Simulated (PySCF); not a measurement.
# PBE/3-21G run of Si2H6O (disilanol)

Aim: the vertical singlet–triplet gap of Si2H6O (disilanol) at PBE/3-21G, from 2 runs. 

The calculation is run with PySCF 2.14.0.

## Step 1: Starting point

Si2H6O: 9 atoms, total charge 0, spin state singlet. SMILES: `O[SiH2][SiH3]`. Geometry: relaxed at PBE0-D4/def2-TZVP. This is one conformer, not always the lowest.

Bond lengths: O1–Si2 1.654 Å, Si2–Si3 2.347 Å, O1–H4 0.958 Å, Si2–H5 1.493 Å, Si2–H6 1.484 Å, Si3–H7 1.489 Å, Si3–H8 1.491 Å, Si3–H9 1.488 Å. Some angles: O1–Si2–Si3 112.4°, O1–Si2–H5 111.3°, O1–Si2–H6 105.5°, Si3–Si2–H5 108.5°, Si3–Si2–H6 110.6°, Si2–O1–H4 117.6°, Si2–Si3–H7 110.0°, Si2–Si3–H8 110.1°, Si2–Si3–H9 111.4°, H5–Si2–H6 108.5°.

## Step 2: The energy at PBE/3-21G

calc.py

```python
# O[SiH2][SiH3]
from pyscf import gto, dft

mol = gto.Mole()
mol.atom = '''
O     -3.040569     1.965126    -1.439971
Si     0.009071     1.763303    -0.785937
Si     1.028389    -1.962292     1.395752
H     -3.773027     0.645152    -2.439258
H      1.569607     1.879333    -3.132788
H      0.588461     4.016046     0.780457
H      3.803830    -2.087769     1.841538
H      0.276278    -4.210688    -0.125100
H     -0.294797    -2.095895     3.872994
'''
mol.basis = '3-21g'
mol.unit = 'bohr'
mol.charge = 0
mol.verbose = 3
mol.max_memory = 1860
mol.build()

ks = dft.RKS(mol, xc='pbe')
ks.grids.level = 4
ks.conv_tol = 1e-10
ks.kernel()
if not ks.converged:
    ks = ks.newton().run(ks.mo_coeff, ks.mo_occ)

e_final = ks.e_tot
print('E = %.10f Eh' % e_final)
```

Started as:

```
OMP_NUM_THREADS=1 python calc.py
```

Output:

```text
converged SCF energy = -653.910228923805
E = -653.9102289238 Eh
```

Wall time 7.5 s (1 thread of Arm Neoverse V1, shared host); peak memory 0.28 GiB.

## Step 3: The triplet, same level

input.py

```python
from pyscf import gto, dft

mol = gto.M(
    atom=[
    ('O', (-1.609000, 1.039900, -0.762000)),
    ('Si', (0.004800, 0.933100, -0.415900)),
    ('Si', (0.544200, -1.038400, 0.738600)),
    ('H', (-1.996600, 0.341400, -1.290800)),
    ('H', (0.830600, 0.994500, -1.657800)),
    ('H', (0.311400, 2.125200, 0.413000)),
    ('H', (2.012900, -1.104800, 0.974500)),
    ('H', (0.146200, -2.228200, -0.066200)),
    ('H', (-0.156000, -1.109100, 2.049500)),
],
    verbose=4,
    charge=0,
    basis='3-21g',
    max_memory=1860,
    spin=2,
)

ks = dft.UKS(mol, xc='pbe')
ks.conv_tol = 1e-10
ks.grids.level = 4
ks.kernel()
if not ks.converged:
    ks = ks.newton().run(ks.mo_coeff, ks.mo_occ)

e_tot = ks.e_tot
print('Final energy', e_tot)
```

Started as:

```
OMP_NUM_THREADS=1 python input.py
```

Output:

```text
PySCF version 2.14.0

[INPUT] num. atoms = 9
[INPUT] num. electrons = 42
[INPUT] charge = 0
[INPUT] spin (= nelec alpha-beta = 2S) = 2
[INPUT] symmetry False subgroup None
[INPUT] Mole.unit = angstrom
[INPUT] Symbol           X                Y                Z      unit          X                Y                Z       unit  Magmom
[INPUT]  1 O     -1.609000000000   1.039900000000  -0.762000000000 AA   -3.040569334425   1.965126196935  -1.439971306919 Bohr   0.0
[INPUT]  2 Si     0.004800000000   0.933100000000  -0.415900000000 AA    0.009070685398   1.763303446832  -0.785937095207 Bohr   0.0
[INPUT]  3 Si     0.544200000000  -1.038400000000   0.738600000000 AA    1.028388956988  -1.962291607748   1.395751715604 Bohr   0.0
[INPUT]  4 H     -1.996600000000   0.341400000000  -1.290800000000 AA   -3.773027180307   0.645152498927  -2.439258481589 Bohr   0.0
[INPUT]  5 H      0.830600000000   0.994500000000  -1.657800000000 AA    1.569606519064   1.879332630880  -3.132787969304 Bohr   0.0
[INPUT]  6 H      0.311400000000   2.125200000000   0.413000000000 AA    0.588460715190   4.016045959926   0.780456889445 Bohr   0.0
[INPUT]  7 H      2.012900000000  -1.104800000000   0.974500000000 AA    3.803829716137  -2.087769422419   1.841538108389 Bohr   0.0
[INPUT]  8 H      0.146200000000  -2.228200000000  -0.066200000000 AA    0.276277959411  -4.210687750756  -0.125099869446 Bohr   0.0
[INPUT]  9 H     -0.156000000000  -1.109100000000   2.049500000000 AA   -0.294797275432  -2.095895244755   3.872993692296 Bohr   0.0

nuclear repulsion = 152.934873446282
number of shells = 31
number of NR pGTOs = 87
number of NR cGTOs = 47
basis = 3-21g
ecp = {}

******** <class 'pyscf.dft.uks.UKS'> ********
method = UKS
initial guess = minao
damping factor = 0
level_shift factor = 0
DIIS = <class 'pyscf.scf.diis.CDIIS'>
diis_start_cycle = 1
diis_space = 8
diis_damp = 0
SCF conv_tol = 1e-10
SCF conv_tol_grad = None
SCF max_cycles = 50
direct_scf = True
direct_scf_tol = 1e-13
number electrons alpha = 22  beta = 20
XC library pyscf.dft.libxc version 7.0.0
    S. Lehtola, C. Steigemann, M. J.T. Oliveira, and M. A.L. Marques.,  SoftwareX 7, 1–5 (2018)
XC functionals = pbe
    J. P. Perdew, K. Burke, and M. Ernzerhof.,  Phys. Rev. Lett. 77, 3865 (1996)
    J. P. Perdew, K. Burke, and M. Ernzerhof.,  Phys. Rev. Lett. 78, 1396 (1997)
    J. P. Perdew, K. Burke, and M. Ernzerhof.,  Phys. Rev. Lett. 77, 3865 (1996)
    J. P. Perdew, K. Burke, and M. Ernzerhof.,  Phys. Rev. Lett. 78, 1396 (1997)
radial grids:
    Treutler-Ahlrichs [JCP 102, 346 (1995); DOI:10.1063/1.469408] (M4) radial grids

becke partition: Becke, JCP 88, 2547 (1988); DOI:10.1063/1.454033
pruning grids: <function nwchem_prune>
grids dens level: 4
symmetrized grids: False
atomic radii adjust function: <function treutler_atomic_radii_adjust>
small_rho_cutoff = 0
Set gradient conv threshold to 1e-05
tot grids = 180344
init E= -653.495851900319
[... the frontier-level lines of each cycle are left out ...]


cycle= 1 E= -653.557642427535  delta_E= -0.0618  |g|= 0.572  |ddm|= 2.55


cycle= 2 E= -651.243763487612  delta_E= 2.31  |g|= 2.09  |ddm|= 5.58


cycle= 3 E= -653.69949981718  delta_E= -2.46  |g|= 0.132  |ddm|= 5.37


cycle= 4 E= -653.665136821711  delta_E= 0.0344  |g|= 0.247  |ddm|= 0.869


cycle= 5 E= -653.704455010332  delta_E= -0.0393  |g|= 0.0843  |ddm|= 0.508


cycle= 6 E= -653.708376628078  delta_E= -0.00392  |g|= 0.0221  |ddm|= 0.145


cycle= 7 E= -653.708835101348  delta_E= -0.000458  |g|= 0.00322  |ddm|= 0.0891


cycle= 8 E= -653.708840233858  delta_E= -5.13e-06  |g|= 0.003  |ddm|= 0.0166


cycle= 9 E= -653.708846182416  delta_E= -5.95e-06  |g|= 0.000214  |ddm|= 0.0073


cycle= 10 E= -653.708846226748  delta_E= -4.43e-08  |g|= 0.0001  |ddm|= 0.00125


cycle= 11 E= -653.708846233672  delta_E= -6.92e-09  |g|= 2.2e-05  |ddm|= 0.000621


cycle= 12 E= -653.708846234317  delta_E= -6.45e-10  |g|= 3.1e-06  |ddm|= 0.000141


cycle= 13 E= -653.708846234327  delta_E= -1.05e-11  |g|= 1.6e-06  |ddm|= 1.68e-05


Extra cycle  E= -653.708846234299  delta_E= 2.82e-11  |g|= 7.11e-06  |ddm|= 1.74e-05
converged SCF energy = -653.708846234299  <S^2> = 2.0014864  2S+1 = 3.0009908
Final energy -653.7088462342988
```

It took 13 s on 1 thread of Arm Neoverse V1, shared host; peak memory 0.29 GiB.

## Step 4: Summary of results

Level: PBE/3-21G.

| quantity | value |
| --- | --- |
| singlet: total energy | -653.91023 Eh |
| singlet: dipole moment | 1.41 D |
| singlet: HOMO energy | -6.22 eV |
| singlet: LUMO energy | -0.63 eV |
| singlet: HOMO–LUMO gap | 5.59 eV |
| triplet: total energy | -653.70885 Eh |
| triplet: dipole moment | 1.44 D |
| triplet: HOMO energy (highest over α and β) | -1.38 eV |
| triplet: ⟨S²⟩ | 2.001 |
| vertical energy of the triplet above the singlet | 5.480 eV |

In words: At this shape the triplet lies 5.48 eV (126 kcal/mol) above the singlet. Mulliken charges (triplet) run from -0.43 on O1 to +0.36 on H4.
